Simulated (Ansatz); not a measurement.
## PH₂⁺, triplet in cc-pVTZ: errors against UCCSDT(Q)

Geometry: displaced at random from a stationary point.

```xyz
3

P     0.0077   -0.0413   -0.0005
H    -0.1571    0.6513   -1.2286
H    -0.0805    0.6189    1.2427
```

Basis cc-pVTZ; Ansatz 0.2.0. Only valence electrons are correlated (noble-gas cores frozen), which leaves 6 electrons in 57 orbitals. Prefix R: restricted or restricted open-shell reference; prefix U: unrestricted. Active spaces: valence = (6e, 6o) chosen from the atoms' valence shells.

Full CI isn't at hand for all of this; UCCSDT(Q) serves as the reference, and is uncertain by about the last step of the cluster series. The frozen core follows each run's orbitals, which can shift R against U totals by a few meV.

For open shells CISD is restricted-active-space CI with the open shells as a complete middle space.

The UHF ⟨S²⟩ is 2.009. The T1 diagnostic (RCCSD) is 0.0226 and the largest doubles amplitude (RCCSD) is 0.043. The T1 diagnostic (UCCSD) is 0.0164.

**Question.** From what is known of these methods and the diagnostics, rank them by the size of their error in total energy against UCCSDT(Q) in cc-pVTZ, smallest first (an estimate: the text doesn't fix the numbers).
A. MRCISD+Q (valence space)
B. UCCSDT
C. RMP2
D. UCCSD
E. CASSCF (valence space)

**Answer.** B (0.2 kJ/mol), A (3.4 kJ/mol), D (12.0 kJ/mol), C (73.5 kJ/mol), E (257.0 kJ/mol).

All errors are against UCCSDT(Q) in cc-pVTZ. Within each family the higher level lies nearer, as is usual though not guaranteed.

Natural occupations of CASSCF (valence space) about the gap: 1.982 1.968 1.001 1.000 0.030 0.019; effectively unpaired electrons, Σ n²(2−n)², 2.01.
